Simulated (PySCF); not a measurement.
How the method changes the constants of HCl

State: ¹Σ⁺ (singlet), closed shell. Set-up: H pcseg-2, Cl pcseg-2; no relativity (PySCF 2.14). De refers to H + Cl in their high-spin ground configurations, without counterpoise correction. A positive dipole means H(−)Cl(+).

| Level | Re (Å) | ωe (cm⁻¹) | De (eV) | μ (D) | CPU s a point (SCF and correlation, without the integrals) |
| --- | --- | --- | --- | --- | --- |
| RHF | 1.265 | 3131 | 3.33 | -1.30 | 0.05 |
| RHF-MP2 | 1.269 | 3065 | 4.54 | n/a | 0.074 |
| RHF-SCS-MP2 | 1.270 | 3048 | 4.53 | n/a | n/a |
| RHF-CCSD | 1.271 | 3030 | 4.48 | n/a | n/a |
| RHF-CCSD(T) | 1.273 | 3014 | 4.53 | n/a | 0.48 |
| LDA | 1.292 | 2880 | 5.19 | -1.32 | 0.29 |
| PBE | 1.290 | 2888 | 4.59 | -1.26 | 0.42 |
| r²SCAN | 1.280 | 2964 | 4.59 | -1.29 | 0.65 |
| PBE0 | 1.279 | 2990 | 4.53 | -1.28 | 0.83 |
| MN15 | 1.273 | 3017 | 4.61 | -1.32 | 0.74 |
| B2PLYP | 1.276 | 2990 | 4.52 | -1.28 | 0.38 |

Task: Which functional lies closest to RHF-CCSD(T) in De, which farthest, and by how much do they differ from it?

Result: Closest is PBE0 (+0.6 pm in Re, -0.8 % in ωe, +0.00 eV in De against RHF-CCSD(T) in the same basis), farthest LDA (+1.9 pm in Re, -4.4 % in ωe, +0.66 eV in De). CCSD(T) converges more slowly with the basis than the functionals do and binds too weakly in this one, so the order can change at the basis-set limit.

Task: What does a quarter of exact exchange do here, going from PBE to PBE0?

Result: PBE0 less PBE: -1.1 pm in Re, +3.5 % in ωe, -0.06 eV in De. Exact exchange removes part of the self-interaction that spreads semilocal densities, and in most molecules shortens and stiffens the bond and lowers De; so it does here.

Task: What does the step from GGA to meta-GGA do here, going from PBE to r²SCAN?

Result: r²SCAN less PBE: -1.0 pm in Re, +2.6 % in ωe, +0.00 eV in De. 

Correlated steps freeze 5 core orbitals. Where the molecule has an RHF reference, its open-shell atoms are computed with UHF. B2PLYP dipoles, levels and charges come from its SCF part alone.

The whole job (state search and all levels along the bond) took about 0.95 min on 1 thread of Arm Neoverse V1 (shared host), peak memory 0.51 GiB.
